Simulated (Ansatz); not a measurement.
This script makes vertical energies of changing the electron count of C₂H₅B, SMILES B[C]C with Ansatz 0.2.0 through its Python package.

Script `ip_c2h5b.py`:
```python
"""Removing and adding an electron on C2H5B at fixed geometry."""

import ansatz as az

BASIS_SET = "aug-cc-pVDZ"
FUNCTIONAL = "r2scan0"


def total_energy(molecule, charge=0, unpaired=0):
    calc = (
        molecule.calculation()
        .basis(gaussian=BASIS_SET)
        .functional(FUNCTIONAL)
        .accuracy("medium")
    )
    if charge:
        calc = calc.charge(charge)
    if unpaired:
        calc = calc.spin("collinear", total=unpaired)
    return calc.run().report["free_energy_ev"]

GEOMETRY = """
B     1.42310   -0.14130    0.22370
C    -0.00800   -0.15110    0.91990
C    -1.11910    0.09740   -0.08860
H     1.67820   -0.92750   -0.62050
H     2.23590    0.64690    0.55950
H    -0.99030    1.08990   -0.57120
H    -1.12570   -0.69900   -0.86330
H    -2.09400    0.08470    0.44050
"""

geometry = az.Crystal.molecule()
for line in GEOMETRY.strip().splitlines():
    symbol, *xyz = line.split()
    geometry = geometry.atom(symbol, [float(v) for v in xyz])

# delta-SCF style differences, no relaxation
parent = total_energy(geometry, 0, 2)
cation = total_energy(geometry, 1, 1)
print(f"E(N)   = {parent:.5f} eV")
print(f"E(N-1) = {cation:.5f} eV  (1 unpaired)")
print(f"vertical ionisation energy {cation - parent:.3f} eV")
anion = total_energy(geometry, -1, 1)
print(f"E(N+1) = {anion:.5f} eV  (1 unpaired)")
print(f"vertical electron affinity {parent - anion:.3f} eV" + ("" if anion < parent else " (unbound in this basis)"))
print(f"fundamental gap IP - EA = {cation + anion - 2 * parent:.3f} eV")
```

What does it cost to change the electron count at this fixed geometry?

At this unrelaxed geometry removing an electron costs 8.64 eV and adding one releases 1.08 eV.

What the script printed:

```console
$ python ip_c2h5b.py
E(N)   = -2825.69574 eV
E(N-1) = -2817.05185 eV  (1 unpaired)
vertical ionisation energy 8.644 eV
E(N+1) = -2826.77412 eV  (1 unpaired)
vertical electron affinity 1.078 eV
fundamental gap IP - EA = 7.566 eV
```

Notes:
- These settings explore the input space; basis and method may be short of convergence.
- The geometry is a force-field or estimated start, not a minimum of this method, and the basis set is short of its limit. All parts are taken at fixed geometry, without zero-point energy. At an unrelaxed start these energies can be a whole eV from those at the minimum, and a small affinity can change sign.
- The species is open-shell (spin multiplicity 3).
- Only the spin states typed were run; another state of an ion can lie lower, by up to an eV or two.
- The whole script took 38 s on 1 thread of Arm Neoverse V2, on a shared host, peak memory 0.39 GiB.

(Lines on the test bed's own set-up are left out of the output.)
